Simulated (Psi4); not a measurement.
**SCAN/cc-pVDZ (sweep point 1) run of PN (phosphorus nitride)**

Aim: the vertical ionisation energy of PN (phosphorus nitride) at SCAN/cc-pVDZ (sweep point 1), from 2 runs. 

The results are computed with Psi4 1.11.

## 1. Starting point

PN: 2 atoms, total charge 0, spin state singlet. SMILES: `N#P`. The bond length is the measured one.

Bond lengths: N1–P2 1.491 Å.

## 2. A single-point energy at SCAN/cc-pVDZ (sweep point 1)

calc.dat

```
memory 1.6 GB

molecule molecule1 {
  N      0.000000     0.000000     0.000000
  P      0.000000     0.000000     1.490866
  symmetry c1
}

set {
  puream               true
  scf_type             pk
  dft_radial_points    99
  dft_spherical_points 590
}

energy('scan/cc-pVDZ')
```

Command:

```sh
$ psi4 -i calc.dat -o calc.out -n 1
```

calc.out (excerpt; [...] marks lines left out):

```text
[...]
  Running in c1 symmetry.
[...]
  Nuclear repulsion =   37.269350243650337
[...]
  Multiplicity = 1
[...]
  Nalpha       = 11
  Nbeta        = 11
[...]
    Number of basis functions: 32
[...]
   @RKS iter   1:  -395.68015155823940   -2.78589e-02   2.69971e-02 ADIIS/DIIS
[...]
   @RKS iter   9:  -396.06178591191093   -5.49846e-10   4.07674e-07 DIIS
[...]
    Orbital Energies [Eh]
    ---------------------
    Doubly Occupied:
       1A    -76.842867     2A    -14.200263     3A     -6.520419
       4A     -4.667336     5A     -4.667336     6A     -4.662027
       7A     -0.823007     8A     -0.462516     9A     -0.311542
      10A     -0.311542    11A     -0.288540
[...]
  @RKS Final Energy:  -396.06178591191093
   => Energetics <=
    Nuclear Repulsion Energy =             37.2693502436503366
    One-Electron Energy =                -619.9954415194231387
    Two-Electron Energy =                 216.7234610757435007
    DFT Exchange-Correlation Energy =     -30.0591557118816617
    Empirical Dispersion Energy =           0.0000000000000000
    VV10 Nonlocal Energy =                  0.0000000000000000
    Total Energy =                       -396.0617859119109312
[...]
 Multipole Moments:
 ------------------------------------------------------------------------------------
     Multipole            Electronic (a.u.)      Nuclear  (a.u.)        Total (a.u.)
 ------------------------------------------------------------------------------------
 L = 1.  Multiply by 2.5417464519 to convert [e a0] to [Debye]
 Dipole X            :         -0.0000000            0.0000000           -0.0000000
 Dipole Y            :         -0.0000000            0.0000000           -0.0000000
 Dipole Z            :          1.3770720           -0.4240837            0.9529883
 Magnitude           :                                                    0.9529883
[...]
```

It took 7.2 s on 1 thread of AMD EPYC 7R43 (Zen 3), shared host; peak memory 0.55 GiB.

## 3. The doublet cation, same level

job.inp

```
memory 1600 mb

molecule {
  1 2
  N      0.000000     0.000000     0.000000
  P      0.000000     0.000000     1.490866
  symmetry c1
}

set {
  basis                cc-pVDZ
  reference            uks
  puream               true
  scf_type             pk
  dft_radial_points    99
  dft_spherical_points 590
  maxiter              150
}

energy_value, wavefunction = energy("scan", return_wfn=True)
```

Command:

```sh
$ psi4 -n 1 job.inp job.out
```

job.out:

```text
[...]
  Running in c1 symmetry.
[...]
  Nuclear repulsion =   37.269350243650337
[...]
  Multiplicity = 2
[...]
  Nalpha       = 11
  Nbeta        = 10
[...]
    Number of basis functions: 32
[...]
   @UKS iter   1:  -395.32346924810997    3.28823e-01   2.29572e-02 ADIIS/DIIS
[...]
   @UKS iter  11:  -395.63192047194570   -1.93989e-07   9.56094e-07 DIIS
[...]
   @S^2 Observed:                8.126218966E-01
[...]
    Orbital Energies [Eh]
    ---------------------
    Alpha Occupied:
       1A    -77.231830     2A    -14.596365     3A     -6.896658
       4A     -5.044502     5A     -5.041809     6A     -5.041809
       7A     -1.189238     8A     -0.820227     9A     -0.681360
      10A     -0.646149    11A     -0.646149
    Alpha Virtual:
      12A     -0.424466    13A     -0.424466    14A     -0.215492
      15A      0.084876    16A      0.131255    17A      0.131301
      18A      0.144124    19A      0.144124    20A      0.176654
      21A      0.216975    22A      0.216975    23A      0.343477
      24A      0.499054    25A      0.499054    26A      0.712186
[...]
  @UKS Final Energy:  -395.63192047194570
   => Energetics <=
    Nuclear Repulsion Energy =             37.2693502436503366
    One-Electron Energy =                -612.0508026563825297
    Two-Electron Energy =                 208.8748907906483510
    DFT Exchange-Correlation Energy =     -29.7253588498618662
    Empirical Dispersion Energy =           0.0000000000000000
    VV10 Nonlocal Energy =                  0.0000000000000000
    Total Energy =                       -395.6319204719457048
[...]
 Multipole Moments:
 ------------------------------------------------------------------------------------
     Multipole            Electronic (a.u.)      Nuclear  (a.u.)        Total (a.u.)
 ------------------------------------------------------------------------------------
 L = 1.  Multiply by 2.5417464519 to convert [e a0] to [Debye]
 Dipole X            :          0.0000000            0.0000000            0.0000000
 Dipole Y            :          0.0000000            0.0000000            0.0000000
 Dipole Z            :          1.1446204           -0.4240837            0.7205367
 Magnitude           :                                                    0.7205367
[...]
```

Run time: 11 s. Hardware: 1 thread of AMD EPYC 7R43 (Zen 3), shared host; peak memory 0.55 GiB.

## 4. Summary of results

Level: SCAN/cc-pVDZ (sweep point 1).

```
                                          quantity          value
                          singlet PN: total energy  -396.06179 Eh
                         singlet PN: dipole moment         2.42 D
                           singlet PN: HOMO energy       -7.85 eV
                           singlet PN: LUMO energy       -2.89 eV
                         singlet PN: HOMO–LUMO gap        4.96 eV
                      doublet cation: total energy  -395.63192 Eh
doublet cation: HOMO energy (highest over α and β)      -17.03 eV
 doublet cation: LUMO energy (lowest over α and β)      -15.16 eV
                              doublet cation: ⟨S²⟩          0.813
vertical ionisation energy (to the doublet cation)      11.697 eV
```

**Reading.** The vertical ionisation energy comes to 11.70 eV (1129 kJ/mol). The negative HOMO energy of the first species, 7.85 eV, lies 3.85 eV below that difference.
